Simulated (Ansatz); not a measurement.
The same path of FH₃Si (5 atoms, charge 0, multiplicity 1) was run twice with different band settings. Lost on the way: Si1–H3. Made: F2–H3.

These are results of UKS B3LYP-D4/def2-SVP (Ansatz), not measurements.

Relaxed end points:

```xyz
5
Properties=species:S:1:pos:R:3
Si -0.036 -0.017 0.011
F 1.372 0.663 -0.442
H -0.088 -1.402 -0.527
H -0.095 -0.038 1.497
H -1.154 0.794 -0.539
```

```xyz
5
Properties=species:S:1:pos:R:3
Si -0.872 -0.192 0.370
F 1.107 -0.259 -0.683
H 1.069 -1.133 -1.012
H -0.171 0.410 1.588
H -1.133 1.174 -0.263
```

Common settings: spring 5.0 eV/Å²; optimiser quadratic models (default); start path through a guess of the saddle point; force threshold 0.05 eV/Å; iteration limit 60; end points relaxed.

| run | movable images | climbing image |
| --- | --- | --- |
| 1 | 5 | yes |
| 2 | 4 | no |

Task: What does each run give, and how far can it be trusted?

Result: Run 1: converged after 8 iterations, highest image 3.612 eV above the first end. Neighbouring images differ by up to 1.6 eV, so the band resolves the path poorly. A vibrational analysis at the climbing image gives one clearly imaginary mode, 1199i cm⁻¹: a first-order saddle point.
Run 2: converged after 7 iterations, highest image 3.553 eV above the first end. Neighbouring images differ by up to 1.6 eV, so the band resolves the path poorly. No image climbed, so the highest image needn't sit at the top of the path.
The orbitals stay closed-shell, which can raise the energy where a bond breaks towards radicals; this wasn't checked here.
